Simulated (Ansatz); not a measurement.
Born–Oppenheimer molecular dynamics of CHO₂ (4 atoms, charge 0, multiplicity 2). It starts from a relaxed structure.

Method: UKS PBE/def2-SVP (Ansatz 0.2.0).

```
ensemble                      : NVE (velocity Verlet)
time step                     : 0.5 fs
steps asked                   : 250
starting velocities drawn for : 700 K
seed                          : 96312
```

First frame:

```xyz
4
Properties=species:S:1:pos:R:3
O 0.045 0.332 1.353
C 0.487 -0.309 0.444
O 0.140 -0.355 -0.834
H -0.617 0.271 -0.983
```

(1) How far do the bonds stretch over the last three quarters of this one trajectory? (Pairs bonded in most of those frames.)

Results:

(1) 
```json
{"bond": "O1–C2", "mean (Å)": "1.203", "spread (Å)": "0.038", "shortest": "1.14", "longest": "1.26"}
{"bond": "C2–O3", "mean (Å)": "1.327", "spread (Å)": "0.028", "shortest": "1.28", "longest": "1.39"}
{"bond": "O3–H4", "mean (Å)": "0.997", "spread (Å)": "0.026", "shortest": "0.96", "longest": "1.04"}
```

Mean temperature of the second half: 349 K. The conserved energy stayed within 0.45 meV per atom of its start (net change 0.25 meV per atom), so the integration is sound. Over the second half the temperature averaged 0.50 of the 700 K drawn at the start: a run that starts near a minimum puts about half its kinetic energy into the potential. A run of 0.12 ps of so small a system gives no equilibrium averages.

Run time: 3.3 min on 1 thread of AMD EPYC 7B13 (Zen 3), on a shared host, peak memory 0.12 GiB.
